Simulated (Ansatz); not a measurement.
Geometry optimisation, RKS PBE-D4/STO-3G in Ansatz 0.2.0.

Input:

```yaml
crystal:
  periodic: [false, false, false]
  atoms:
    - { symbol: O, position_ang: [-0.3185, 1.1693, -0.9615] }
    - { symbol: C, position_ang: [-0.5717, 0.1908, -0.0902] }
    - { symbol: C, position_ang: [0.1569, 0.088, 0.9879] }
    - { symbol: C, position_ang: [0.2965, -0.9892, 0.0691] }
    - { symbol: H, position_ang: [-1.2402, 1.6081, -1.1359] }
    - { symbol: H, position_ang: [-1.56202, 0.60567, 0.09755] }
    - { symbol: H, position_ang: [1.1243, -1.0926, -0.5477] }
    - { symbol: H, position_ang: [-0.2681, -1.8826, 0.3379] }
basis:
  gaussian: { orbitals: STO-3G }
hamiltonian:
  xc: pbe
  dispersion: d4
relax:
  f_tol: 0.02
  max_steps: 50
```

Launched with:

```bash
$ ansatz run input.yaml --threads 1 --pin off --max-ram 2048MiB --backend cpu --events-out ev --progress --plain --runs-dir out
```

Q: Where does it end, and by what steps?

A: It converged. Limits of this set-up: minimal basis. After 16 steps the energy has fallen by 4.566 eV; H6 moved furthest, 0.87 Å. The start is strongly strained (largest force component 14 eV/Å). Joined: O1–C3.

| step | energy less start (eV) | largest force component (eV/Å) | accepted |
| --- | --- | --- | --- |
| 0 | 0.0000 | 14.330 | yes |
| 1 | -3.0822 | 4.344 | yes |
| 2 | -3.5680 | 1.773 | yes |
| 3 | -3.8287 | 1.476 | yes |
| 4 | -3.8800 | 1.481 | yes |
| 5 | -3.9567 | 0.484 | yes |
| 6 | -3.9903 | 0.621 | yes |
| 7 | -4.0473 | 0.585 | yes |
| 8 | -4.1698 | 1.257 | yes |
| 9 | -4.2214 | 2.247 | yes |
| 10 | -4.4450 | 1.011 | yes |
| 11 | -4.2375 | 2.423 | no |
| 12 | -4.5539 | 0.409 | yes |
| 13 | -4.5469 | 0.491 | no |
| 14 | -4.5652 | 0.163 | yes |
| 15 | -4.5657 | 0.020 | yes |
| 16 | -4.5657 | 0.010 | yes |

```xyz
8
Properties=species:S:1:pos:R:3
O -0.142 1.063 -0.906
C -0.942 0.009 -0.139
C 0.244 0.553 0.725
C 0.225 -0.915 0.044
H -0.647 1.949 -0.682
H -2.041 -0.038 -0.246
H 0.857 -1.201 -0.816
H 0.064 -1.722 0.778
```

Whether the end is a true minimum wasn't checked by a vibrational analysis.

The run took 20 s on 1 thread of Arm Neoverse V1, on a shared host, peak memory 0.1 GiB.
